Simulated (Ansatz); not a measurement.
Structure relaxation of KAg

The calculation used Ansatz, DFT PBE, scalar-relativistic, plane waves, PAW. Cutoff 420 eV, Γ-centred k mesh, Gaussian smearing, no spin polarisation in the final step.

KAg was placed on the tungsten carbide structure type (P-6m2, No. 187), with K in place of W, Ag in place of C, at a guessed volume.

```
K Ag
1.0
     3.91679    0.00000    0.00000
    -1.95840    3.39204    0.00000
     0.00000    0.00000    3.82024
K Ag
1 1
Direct
  0.00000 0.00000 0.00000
  0.66667 0.33333 0.50000
```

Cell and atoms relax at zero pressure; the relaxation can't lower the symmetry of the start. After a coarse first stage the cell is made exact in the group found at 0.06 Å.

The zero of energy is the elements' standard structures at the same level; no fitted shifts are applied.

Task: Which crystal results?

Result: It keeps P-6m2 (No. 187). The result has the tungsten carbide structure. Conventional cell: a = 4.773 Å, c = 4.374 Å. K has 6 Ag at 3.52 Å; Ag is coordinated by 6 K at 3.52 Å.

```cif
data_structure
_symmetry_space_group_name_H-M 'P-6m2'
_symmetry_Int_Tables_number 187
_cell_length_a 4.7732
_cell_length_b 4.7732
_cell_length_c 4.3741
_cell_angle_alpha 90.000
_cell_angle_beta 90.000
_cell_angle_gamma 120.000
_cell_volume 86.31
loop_
_atom_site_label
_atom_site_type_symbol
_atom_site_symmetry_multiplicity
_atom_site_Wyckoff_symbol
_atom_site_fract_x
_atom_site_fract_y
_atom_site_fract_z
_atom_site_occupancy
K1 K 1 a 0.00000 0.00000 0.00000 1
Ag1 Ag 1 f 0.66667 0.33333 0.50000 1
```

Task: What are its volume, energy, density and gap?

Result: The volume per atom is 43.15 Å³, the density is 2.83 g/cm³ and the energy over the elements is 0.158 eV/atom. The gap on the 12×12×8 mesh is 0.20 eV.

The final run used a 12×12×8 mesh on its 2-atom cell and 0.01 eV smearing. Symmetry constrained the relaxation, so the result can be a saddle point.

Cost: 3 runs of about 0.62 core-minutes in all, on Intel Xeon 6975P-C (Granite Rapids) (shared hosts).